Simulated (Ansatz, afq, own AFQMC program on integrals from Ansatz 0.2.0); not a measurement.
AFQMC on a folder of integrals that Ansatz 0.2.0 wrote.

```yaml
crystal:
  periodic: [false, false, false]
  atoms:
    - {symbol: Ge, position_ang: [0.000000, 0.000000, 0.330803]}
    - {symbol: C, position_ang: [0.000000, 0.000000, -1.626483]}
    - {symbol: H, position_ang: [0.000000, 0.908852, -2.229454]}
    - {symbol: H, position_ang: [0.000000, -0.908852, -2.229454]}
basis:
  gaussian: {orbitals: cc-pVDZ}
magnetization: {spin_polarized: true, initial_magnetization: 2}
correlation: {method: ccsd_t, electrons: outside_noble_gas, hamiltonian_folder: ham}
```

```sh
$ ansatz run in.yaml --threads 1 --pin off --events-out ev --progress --plain --max-ram 1382MiB
```

Options of the walk:

```
--method free --trial cisd --walkers 60 --time-step 0.03 --max-blocks 80 --target-error 0.00038 --factor-cut 1e-05 --seed 3175 --times 0,0.21,0.42,0.81,1.2,1.8,2.4,3 --taylor-order 8
```

Times are imaginary, in 1/Eh. The walk had a cap of 1086 s. Filled inner d shells are frozen with the cores.

afq prints:

```
orbitals 36  electrons 6 4  factors 287 of 548
reference energy -2114.28605682 Eh
CCSD correlation -0.20532705 Eh in 11 cycles, weight of the determinant in the CISD state 0.8873
repeat  energy at the last time / Eh  error
    10  -2114.497329  0.000968
    20  -2114.497669  0.000650
    30  -2114.497698  0.000482
    40  -2114.497376  0.000435
    50  -2114.497594  0.000398
    60  -2114.497736  0.000364
time / (1/Eh)  energy / Eh  error  mean overlap
  0.00  -2114.491291  0.000144  1.1265
  0.21  -2114.494359  0.000171  1.1229
  0.42  -2114.495604  0.000200  1.1229
  0.81  -2114.497005  0.000238  1.1247
  1.20  -2114.497361  0.000277  1.1338
  1.80  -2114.497985  0.000352  1.1144
  2.40  -2114.497998  0.000372  1.1010
  3.00  -2114.497686  0.000360  1.1235
energy -2114.497686 +/- 0.000360 Eh
```

The run passed its tests (error under three times the target), which doesn't prove that it has relaxed.

Against this walk (error 9.8 meV) on the same determinant: CCSD(T) 21.2 meV higher, CCSDT(Q) 14.1 meV lower (within the noise). The error is statistical, and a free projection of finite length keeps a remainder of its start.

Cautions: remainder of the start not in the error; no relativity below Rb; no spin-orbit coupling; inner d shell frozen; lower spins were not checked.

The walk took 2.8 min on 1 thread of Arm Neoverse V1, on a shared host. The log's last line is the free-projection energy.

CCSDT and higher add their correlation energy to the determinant of the CCSD(T) run, since their own runs factorise the integrals more tightly (a shift of under 2 meV). A walk keeps the symmetry of its determinant, which the program's search chose and which needn't be the lowest solution, so a lower state of the same spin and another symmetry isn't excluded.
